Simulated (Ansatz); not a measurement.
Correlation energies of C4H3F, SMILES `C=C=C=CF` by basis set

```xyz
8

C     0.3259    0.9012    1.7189
C     0.1035    0.3045    0.5762
C    -0.1041   -0.2746   -0.5272
C    -0.3726   -0.8538   -1.6684
F     0.5309   -1.5821   -2.3312
H    -0.4504    1.4786    2.2086
H     1.2929    0.8329    2.2049
H    -1.3261   -0.8066   -2.1818
```

Total charge 0; spin multiplicity 1. The geometry is a stationary point of PBE0-D4/def2-TZVP. Frozen core, restricted reference, Ansatz. CBS rows extrapolate triple and quadruple zeta; past MP2 they add the triple-zeta difference.

```tsv
basis	HF (Eh)	MP2 corr.	CCSD corr.	(T)	CCSD(T) total
def2-SVP	-252.34061	-0.68892	-0.72269	-0.02791	-253.09121
def2-TZVPP	-252.63999	-0.85984	-0.88182	-0.04251	-253.56432
def2-QZVPP	-252.65068	-0.92329	–	–	–
CBS(def2)	-252.65215	-0.97029	-0.99227	as TZ	-253.68693
```
